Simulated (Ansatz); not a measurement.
Ideal-gas functions of C2H3FO2 (`O/C=C(\O)F`) at 298.15 K and 1 bar, from an Ansatz frequency run at PBE0-D4/def2-TZVP.

Molar mass 78.04 g/mol, point group C1 (symmetry number 1), electronic degeneracy 1, moments of inertia 46.825, 126.144, 171.859 u Å². Harmonic wavenumbers (cm⁻¹, unscaled): 236, 283, 334, 481, 502, 632, 646, 739, 966, 1148, 1202, 1227, 1363, 1442, 1818, 3231, 3787, 3838.

Use S(trans) = R[1.5 ln M + 2.5 ln T − 1.1517]; rotational temperatures θ = 24.2544 K / I; S(rot) = R[ln(√π/σ · √(T³/θAθBθC)) + 1.5]; for each mode x = 1.438777 ν̃/T, S = R[x/(eˣ − 1) − ln(1 − e⁻ˣ)] and H = RT x/(eˣ − 1); 1 cm⁻¹ = 0.0119627 kJ/mol; R = 8.31446 J/(mol·K).

Question: By hand: the entropy, in J/(mol·K).

Answer: Translation 163.2. Rotation: θ = 0.518, 0.1923, 0.1411 K, giving 106.0. Vibration, mode by mode: 7.67, 6.34, 5.19, 2.96, 2.73, 1.66, 1.58, 1.10, 0.45, 0.21, 0.17, 0.15, 0.09, 0.06, 0.01, 0.00, 0.00, 0.00, in all 30.4. Electronic 0.0. Sum 299.6 J/(mol·K).

Question: By hand: H − E and G − E in kJ/mol, counted from the electronic energy.

Answer: Zero-point energy ½ × 23875 × 0.0119627 = 142.8; thermal vibration 6.0; translation, rotation and pV give 4 RT = 9.9. H − E = 158.7 kJ/mol, and G − E = 158.7 − 298.15 × 299.6/1000 = 69.4 kJ/mol.

Vibration gives 10 % of the entropy. The sum counts one conformer and one mirror image; others add a mixing term.
